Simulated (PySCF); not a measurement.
Gas-phase reaction: 2 CH₃CCl₃ = CH₂Cl₂ + C₃H₄ (propyne) + 2 Cl₂

Method: PySCF energies plus ideal-gas RRHO corrections (1 bar). † marks an energy on the PBE0/def2-TZVP geometry and frequencies; other levels use their own. MP2 and CCSD(T) freeze the core. 6-31G* has spherical d functions here. All species are closed-shell singlets. B3LYP is the form with VWN-RPA correlation. MP2 isn't extrapolated to the basis-set limit; its ΔH°(298 K) is 466.1 kJ in def2-SVP and 424.5 kJ in def2-TZVPP. CCSD(T) isn't extrapolated to the basis-set limit; its ΔH°(298 K) is 427.9 kJ in def2-SVP and 385.8 kJ in def2-TZVPP. The harmonic model lacks anharmonicity and excited electronic states, which grow with temperature; levels with a mode under 35 cm⁻¹ are left out. Internal rotation in CH₃CCl₃ is treated as a harmonic vibration of one conformer, which makes the entropy rough.

ΔH° and ΔS° at 298 K: B3LYP/def2-TZVP† 316 kJ, 324 J/K; BLYP/def2-TZVP† 282 kJ, 324 J/K; CCSD(T)/def2-SVP† 428 kJ, 324 J/K; HF/6-31G* 368 kJ, 330 J/K; M06-2X/def2-TZVP† 376 kJ, 324 J/K; MP2/def2-TZVPP† 425 kJ, 324 J/K.

### Question
With the heat capacities included, give log10 K (1 bar) at 500, 800, 1200, 1600, 2000 K from B3LYP/def2-TZVP†, BLYP/def2-TZVP†, CCSD(T)/def2-SVP†, HF/6-31G*, M06-2X/def2-TZVP†, MP2/def2-TZVPP†.

### Answer
```csv
T (K),B3LYP/def2-TZVP†,BLYP/def2-TZVP†,CCSD(T)/def2-SVP†,HF/6-31G*,M06-2X/def2-TZVP†,MP2/def2-TZVPP†
500,-16.1,-12.6,-27.8,-21.2,-22.5,-27.5
800,-3.9,-1.7,-11.3,-7.0,-7.9,-11.0
1200,2.7,4.2,-2.2,0.8,0.0,-2.1
1600,5.9,7.0,2.2,4.6,3.9,2.3
2000,7.7,8.6,4.8,6.8,6.1,4.9
```
